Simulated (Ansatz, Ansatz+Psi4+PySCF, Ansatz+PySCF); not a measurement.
| atom | x (Å) | y (Å) | z (Å) |
| --- | --- | --- | --- |
| H | 0.0047 | 0.5629 | -0.9403 |
| O | -0.0050 | -0.4238 | -0.9034 |
| O | 0.0130 | -0.6044 | 0.5675 |
| O | 0.0162 | 0.4147 | 1.2294 |

Basis set: cc-pVTZ (spherical functions). Correlated methods keep 3 orbitals frozen. Correlation on ROHF uses semicanonical orbitals with singles. Charge 0, multiplicity 2.

Computed with Ansatz (development build ahead of 0.2.0); each method stands on the lowest determinant of its kind that the runs found.

**Question.** Give the atomization energy at this shape (free ground-state atoms in the same class of orbitals less the molecule, no zero-point energy) of doublet HO₃ by ROHF-MP2, UHF-MP2, UHF, ROHF.

**Answer.**

| method | atomization energy |
| --- | --- |
| ROHF-MP2 | 9.73 eV |
| UHF-MP2 | 9.46 eV |
| UHF | 2.46 eV |
| ROHF | 2.67 eV |

Caution for ROHF-MP2, UHF-MP2: forces differ strongly between restricted and unrestricted references. Caution for UHF-MP2, UHF: the unrestricted determinant is spin contaminated.
